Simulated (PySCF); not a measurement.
Isomers of C4H3FS, mass 101.994 u with the commonest isotopes. Theory: PySCF, PBE0-D3(BJ)/def2-SVP geometry optimisation, gas phase. One conformer each, none proved a minimum here; rigid rotors.

**Question.** Order these by rotational constant C, smallest first.
A. `Fc1cccs1`
B. `C#C[C@@H]1S[C@H]1F`
C. `[F:1]/[CH:2]=[CH:3]/[CH:4]=[C:5]=[S:6]` with C2–C3–C4–C5 180°
D. `Fc1ccsc1`

**Answer.** C (840.6 MHz), B (1587 MHz), D (1850 MHz), A (2009 MHz).

**Question.** Order these by rotational constant A, largest first.
A. `Fc1ccsc1`
B. `Fc1cccs1`
C. `[F:1]/[CH:2]=[CH:3]/[CH:4]=[C:5]=[S:6]` with C2–C3–C4–C5 180°

**Answer.** C (24110 MHz), A (7228 MHz), B (5344 MHz).

**Question.** Order these by rotational constant B, largest first.
A. `[F:1]/[CH:2]=[CH:3]/[CH:4]=[C:5]=[S:6]` with C2–C3–C4–C5 180°
B. `Fc1ccsc1`
C. `Fc1cccs1`
D. `C#C[C@@H]1S[C@H]1F`

**Answer.** C (3220 MHz), B (2487 MHz), D (2058 MHz), A (870.9 MHz).

```csv
SMILES,point group,Ia (u·Å²),Ib (u·Å²),Ic (u·Å²),κ,μa (D),μb (D),μc (D)
Fc1ccsc1,Cs,69.92,203.21,273.13,-0.76,0.96,0.54,0.00
Fc1cccs1,Cs,94.57,156.93,251.50,-0.27,1.29,0.52,0.00
F/C=C/C=C=S,Cs,20.96,580.28,601.24,-1.00,0.20,1.14,0.00
C#C[C@@H]1S[C@H]1F,C1,95.04,245.57,318.51,-0.75,1.40,0.67,0.42
```
